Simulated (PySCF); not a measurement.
Protons, H atoms and electrons added to or taken from C=C=C. All species are isolated molecules in the gas phase. Strings in code marks are SMILES.

Level of theory: PBE-D3(BJ)/def2-TZVP // B3LYP-D3(BJ)/def2-TZVP (PySCF). Excitations are Tamm–Dancoff values on a coarser integration grid. The basis has no diffuse functions, so Rydberg states are missing or too high.

```json
[
 {"species": "neutral parent (`C=C=C`)", "S1 excitation (TDA) (eV)": "5.85", "hole reorganisation energy (four-point) (eV)": "1.173"},
 {"species": "proton added at C1 (`C=[C+]C` (not the most basic site))", "S1 excitation (TDA) (eV)": "___", "hole reorganisation energy (four-point) (eV)": "0.669"},
 {"species": "proton added at C2 (`C=C[CH2+]`)", "S1 excitation (TDA) (eV)": "4.50", "hole reorganisation energy (four-point) (eV)": "2.006"}
]
```

### Question
Some entries are withheld; supply them.

### Answer

- proton added at C1 (`C=[C+]C` (not the most basic site)), S1 excitation (TDA) (eV): 3.49
